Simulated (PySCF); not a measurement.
**OF: energy against distance**

Set-up: O cc-pVDZ, F cc-pVDZ; no relativity (PySCF 2.14). Energies in eV from O + F in their ground configurations at the same level. State: ²Π (doublet), unpaired electrons π ↑.

All columns are PBE0. A positive dipole means O(−)F(+).

```tsv
R (Å)	E (eV)	μ (D)	Mulliken charge on O (basis-dependent)	HOMO (eV)	LUMO (eV)	Mayer bond order	⟨S²⟩
1.151	-1.195	0.57	-0.03	-7.32	-2.97	1.16	0.75
1.205	-1.802	0.40	0.00	-7.80	-3.42	1.16	0.75
1.259	-2.134	0.23	0.02	-8.22	-3.81	1.16	0.75
1.299	-2.251	0.11	0.04	-8.50	-4.06	1.16	0.75
1.339	-2.283	-0.01	0.06	-8.75	-4.28	1.15	0.75
1.379	-2.249	-0.13	0.07	-8.98	-4.48	1.15	0.75
1.433	-2.127	-0.27	0.08	-9.25	-4.70	1.14	0.75
1.500	-1.889	-0.43	0.09	-9.54	-4.91	1.12	0.76
1.580	-1.531	-0.60	0.10	-9.80	-5.06	1.07	0.77
1.687	-1.051	-0.70	0.10	-9.93	-5.00	0.89	0.93
```

A fit through these points gives, at Re = 1.337 Å, μ = -0.01 D and dμ/dR = -2.92 D/Å; the reduced mass is 8.684 u.

Task: How strong is the fundamental in the double-harmonic approximation, I = 42.26·(dμ/dR)²/μred km/mol?

Result: I = 42.26·(-2.92)²/8.684 = 41.5 km/mol at PBE0.

⟨S²⟩ of the unrestricted solution departs from its pure value on part of the curve, where spin states mix. The state is the lowest determinant that a PBE0 search found; another state may lie lower at other levels.
